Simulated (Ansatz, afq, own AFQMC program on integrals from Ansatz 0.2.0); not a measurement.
## AlGeH$_{3}$, singlet in cc-pVDZ along one coordinate

```xyz
5

Ge    0.0037    0.0000    0.6668
Al   -0.0890    0.0000   -1.6477
H     0.8350    1.0566   -0.4001
H     0.8350   -1.0566   -0.4001
H     0.4473    0.0000   -3.1465
```

The Al2–H5 distance is changed with both sides rigid. Energies in kcal/mol count from this geometry (1.592 Å) at the same level; the start stands on RHF, each point on the determinant named.

Basis cc-pVDZ. Noble-gas cores (and the filled d shells of Ga–Kr and In–Xe) are frozen. Integrals, coupled cluster, full CI and functionals: Ansatz 0.2.0; the random walks run on the same integrals in our own AFQMC program. The CISD trial takes its coefficients from CCSD amplitudes. Released means that phaseless walkers are propagated on without the constraint, phases kept. Uncertainties: one standard error, sampling alone. No spin–orbit coupling.

Cautions, each for one point or more: (T) is large; higher spins were not checked; inner d shell frozen; no relativity below Rb; no spin-orbit coupling; raised T1 diagnostic; restricted determinant unstable towards unrestricted; strong correlation.

| r(Al2–H5) / Å | det. | T1 | weight | CCSD(T) | ph-AFQMC/CISD | released AFQMC | CCSDT(Q) | MP2 | HF |
| --- | --- | --- | --- | --- | --- | --- | --- | --- | --- |
| 1.450 | RHF | 0.017 | 0.86 | 3.8 | 3.6 ± 0.4 | 3.1 ± 0.4* | 3.8 | 3.6 | 3.3 |
| 1.745 | RHF | 0.018 | 0.86 | 2.7 | 2.6 ± 0.5 | – | 2.6 | 3.1 | 3.5 |
| 2.187 | RHF | 0.022 | 0.84 | 24.8 | 24.4 ± 0.5 | 24.3 ± 0.5* | 24.5 | 27.5 | 30.1 |
| 2.945 | RHF | 0.046 | 0.73 | 55.6 | 57.5 ± 0.5 | – | 55.0 | 69.2 | 78.1 |

Weight is that of the determinant in the CISD state; at the start T1 is 0.018 and the weight 0.86. An asterisk marks released energies that aren't shown to be converged. A dash marks a missing value, a released energy that hasn't settled or a functional that sits on another state. Largest departures from CCSDT(Q), at the points where its series has closed: CCSD(T) 0.6 kcal/mol at 2.945 (on RHF), ph-AFQMC/CISD 2.5 kcal/mol at 2.945 (on RHF), MP2 14.2 kcal/mol at 2.945 (on RHF), HF 23.1 kcal/mol at 2.945 (on RHF).

Some points may be missing: those where a free walk finds a much lower state, and past Zn most of those on another determinant than at the start.

CCSDT and higher add their correlation energy to the determinant of the CCSD(T) run, since their own runs factorise the integrals more tightly (a shift of under 2 meV). A walk keeps the symmetry of its determinant, which the program's search chose and which needn't be the lowest solution, so a lower state of the same spin and another symmetry isn't excluded.
